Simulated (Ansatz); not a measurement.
Worked example: SbH₂⁺, quintet against SbH2⁺, triplet

Geometry (PBE0/def2-TZVP stationary point of a triplet), kept for both states (SbH2⁺, triplet: B1; SbH2⁺, quintet: A2):

```xyz
3

Sb    0.0000   -0.0136    0.0000
H     0.0000    0.8237   -1.4688
H     0.0000    0.8237    1.4688
```

Basis def2-SVP with its core potentials; Ansatz 0.2.0. Only valence electrons are correlated (noble-gas cores and the filled d shells of p-block atoms frozen). R marks a restricted (for open shells ROHF) determinant. No spin–orbit coupling is included; scalar relativity enters through the core potentials alone.

Full CI is exact within this basis and frozen core; it isn't the basis-set limit.

| level | E(SbH2⁺, triplet) (hartree) | E(SbH2⁺, quintet) (hartree) |
| --- | --- | --- |
| RCCSD(T) | -240.157323 | -239.901319 |
| PBE | -241.035309 | -240.783436 |
| wB97M-V | -240.998172 | -240.733688 |
| full CI | -240.157949 | -239.901760 |

**Question.** Give the vertical gap, SbH2⁺ quintet less SbH2⁺ triplet, at each level in eV (1 hartree = 27.2114 eV), and each error against full CI.

**Answer.** full CI: (-239.901760 − (-240.157949)) × 27.2114 = 6.971 eV (the reference)
wB97M-V: (-240.733688 − (-240.998172)) × 27.2114 = 7.197 eV, error 0.226 eV
PBE: (-240.783436 − (-241.035309)) × 27.2114 = 6.854 eV, error -0.117 eV
RCCSD(T): (-239.901319 − (-240.157323)) × 27.2114 = 6.966 eV, error -0.005 eV

Total energies of functionals can't be set beside those of wave-function methods, since they hold the core's correlation and their own absolute errors; only the differences compare.

In so small a basis the reference is far from its limit while semilocal and hybrid functionals are nearer theirs, so the functionals' errors here hold much of the reference's basis and frozen-core error, which can add to them or hide them.

Each level lands on the state that its own search finds. T1 diagnostics of restricted CCSD: 0.018 and 0.022.
